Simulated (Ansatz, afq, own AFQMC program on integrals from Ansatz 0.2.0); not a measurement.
## Where AFQMC and coupled cluster stand for NH, triplet

```json
{"atom": "N", "x (Å)": "0.0000", "y (Å)": "0.0000", "z (Å)": "0.0000"}
{"atom": "H", "x (Å)": "0.0000", "y (Å)": "0.0000", "z (Å)": "3.5930"}
```

Basis cc-pVDZ. Noble-gas cores (and the filled d shells of Ga–Kr and In–Xe) are frozen. Ansatz 0.2.0 and our own AFQMC program on the same integrals; the CISD trial comes from CCSD amplitudes, and released means the phaseless constraint is let go. Uncertainties: one standard error, sampling alone.

Determinant: ROHF, the one that the program's search chose, which needn't be the lowest solution. The geometry is a point of a scan.

Full CI on the same integrals is exact in this basis and with this determinant's frozen core.

Cautions: lower spins were not checked; a spin-contaminated unrestricted determinant lies lower (UHF 6.93 eV lower, ⟨S²⟩ 3.00); the search met a lower determinant of the same kind, perhaps of another symmetry (3.04 eV lower); strong correlation (T1 0.401, weight of the determinant 0.26, largest double 0.08); the CCSD(T) amplitudes may be one of several solutions (largest double 0.08); the CCSDTQ amplitudes may be one of several solutions (largest double 0.64); the next higher spin lies close (full CI puts it 6 meV above).

```
T1 diagnostic                               : 0.4010
weight of the determinant in the CISD state : 0.256
size of the correlated space                : 6 electrons in 18 orbitals
```

```json
{"level": "MP2", "correlation energy (eV)": "-6.7947"}
{"level": "CCSD", "correlation energy (eV)": "-9.2853"}
{"level": "CCSD(T)", "correlation energy (eV)": "-9.3192"}
```

Task: Estimate where full CI lies against CCSD(T) on the same integrals.

Result: 0.13 mEh above CCSD(T).

Reference: full CI, correlation energy -9.316 eV. The released energy is read at 2.40 1/Eh (meV from the phaseless value at times in 1/Eh: 3 ± 5 at 0.24, 6 ± 6 at 0.51, 9 ± 6 at 0.99, -3 ± 11 at 1.62, 0 ± 8 at 2.40). The cautions show a poor starting determinant, so the rows tell how each method copes with it here, and full CI is the sure value.

```
         level  E − E(reference) (mEh)  share of correlation (%)
       CCSD(T)                   -0.13                    100.04
        CCSDTQ                    0.01                    100.00
 ph-AFQMC/CISD            -0.15 ± 0.23                    100.04
released AFQMC            -0.13 ± 0.29                    100.04
```

CCSDT and higher add their correlation energy to the determinant of the CCSD(T) run, since their own runs factorise the integrals more tightly (a shift of under 2 meV). A walk keeps the symmetry of its determinant, which the program's search chose and which needn't be the lowest solution, so a lower state of the same spin and another symmetry isn't excluded. Released energies are given only where the last usable release times agree within the noise; a slower fall can still hide under it.
